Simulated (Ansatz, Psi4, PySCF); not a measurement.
Complex: H2O (SMILES O) (first 3 atoms) with H2O (SMILES O); geometry from S66by8 set.
(charge 0, multiplicity 1):
```xyz
6

O     -1.62501    -0.04283     0.00510
H     -1.94500     0.86001    -0.01633
H     -0.66529     0.05535     0.00038
O      1.54731     0.03799    -0.00480
H      1.92393    -0.40039     0.76132
H      1.91957    -0.43822    -0.75020
```

Counterpoise-corrected where a basis set is named; no monomer relaxation. Rows marked so take none.

Correlated levels freeze the cores. Rows in 6-311+G** carry no dispersion term and start afresh at each structure.

Programs: Ansatz (Gaussian basis) for Hartree–Fock, density functionals and correlated methods; Psi4 for SAPT; PySCF for 6-311+G** rows. Values without a source in brackets are computed.

Question: Give the interaction energy at the level B3LYP/6-311+G** (no counterpoise).

Answer: -22 kJ/mol

Ansatz is a program for electronic structure.
